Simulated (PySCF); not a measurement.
## PySCF run on LiMg

File input.py (PySCF 2.14):

```python
from pyscf import gto, scf
from pyscf.prop.polarizability import uhf as pol

mol = gto.M(
    atom='Li 0 0 0; Mg 0 0 2.508',
    basis='def2-tzvp',
    charge=0,
    spin=1,
    verbose=3,
)
mf = scf.UHF(mol)
mf.kernel()
print('polarizability (a.u.)')
print(pol.Polarizability(mf).polarizability().round(4))
mf.dip_moment()
print('orbital energies (hartree):', [e[max(0, n-3):n+3].round(4) for e, n in zip(mf.mo_energy, mol.nelec)])
```

```bash
$ OMP_NUM_THREADS=1 python input.py
```

Output (some set-up lines and the per-cycle HOMO/LUMO lines with their warnings removed):

```
converged SCF energy = -207.025562237227  <S^2> = 0.84159875  2S+1 = 2.0895921
polarizability (a.u.)
[[163.7737   0.      -0.    ]
 [  0.     163.7737   0.    ]
 [ -0.       0.     478.0305]]
Dipole moment(X, Y, Z, Debye):  0.00000, -0.00000, -0.62853
orbital energies (hartree): [array([-2.2861, -0.295 , -0.1724,  0.0284,  0.0284,  0.0323]), array([-2.2855, -2.2843, -0.2819,  0.0298,  0.0418,  0.0418])]
```

In short: E(SCF) = -207.025562 Eh, ⟨S²⟩ = 0.842, μz(SCF) = -0.63 D, α(xx, yy, zz) = 163.8, 163.8, 478.0 bohr³.

Run time: 0.88 s on 1 thread of Intel Xeon Platinum 8488C (shared host).

The bond length is a typed value, not an optimised one. No search for the lowest solution was made.
